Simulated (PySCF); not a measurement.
# CH6FO+, a complex of two parts: interaction energy

Wanted: the interaction energy for `C[OH2+]` with `F`.

Programs: PySCF 2.14.0. All values are calculated, for the isolated system unless a continuum is named. Atoms count from 0, parts from 1.

## 1. Starting point

9 atoms, charge 1, multiplicity 1; geometry: GFN2-xTB. Parts: 1 = atoms 0–6, `C[OH2+]`, charge 1; 2 = atoms 7–8, `F`, charge 0.

## 2. Optimising the geometry at PBE0-D3(BJ)/def2-SVPD

What the job is given:

```
{"job": {"xc": "PBE0", "basis": "def2-SVPD", "d3": "d3bj", "grid": 2, "kind": "geom", "shake": 0.01}, "charge": 1, "multiplicity": 1, "parts": [{"atoms": "0-6", "charge": 1, "multiplicity": 1}, {"atoms": "7-8", "charge": 0, "multiplicity": 1}]}
C     -0.596433    -0.025341    -0.069196
O      0.554374    -0.367425     0.700980
H     -1.307986    -0.858109    -0.105082
H     -0.320888     0.302539    -1.089890
H     -1.110269     0.815186     0.433506
H      1.179942     0.424476     0.745970
H      1.024410    -1.127793     0.293658
F      2.252851     1.680842     0.628726
H      2.829172     2.401737     0.749151
```

Launch:

```console
> OMP_NUM_THREADS=1 python cluster_run.py task.json out
```

This one command runs all jobs of the session in turn.

**Question.** The jobs that follow are: CCSD(T)/aug-cc-pVDZ and MP2/aug-cc-pVTZ counterpoise interaction energy, frozen core, gas phase. Predict: point group; rotational constants (main isotopes); interaction energy, CCSD(T) limit estimate; MP2/aug-cc-pVTZ; T1 diagnostic.

**Answer**, as computed:

| quantity | value |
| --- | --- |
| point group | C1 |
| rotational constants (main isotopes) | 30.42, 4.36, 3.96 GHz |
| interaction energy, CCSD(T) limit estimate | -15.87 kcal/mol |
| MP2/aug-cc-pVTZ | -15.76 kcal/mol |
| T1 diagnostic | 0.0102 |

In words: The optimisation took 7 steps and gained 0.149 eV; among the close pairs (by a distance rule), C0–O1 changed most, from 1.426 to 1.475 Å. No frequency check was run at this level, so the end point may be a saddle. The interaction energy leaves out the deformation of the parts, 0.55 kcal/mol (MP2); added to the CCSD(T) estimate it gives a binding of about -15.32 kcal/mol. The estimate adds CCSD(T) less MP2 in the small basis (+0.07 kcal/mol) to extrapolated MP2. Hartree-Fock gives -14.35 against -15.87 kcal/mol.
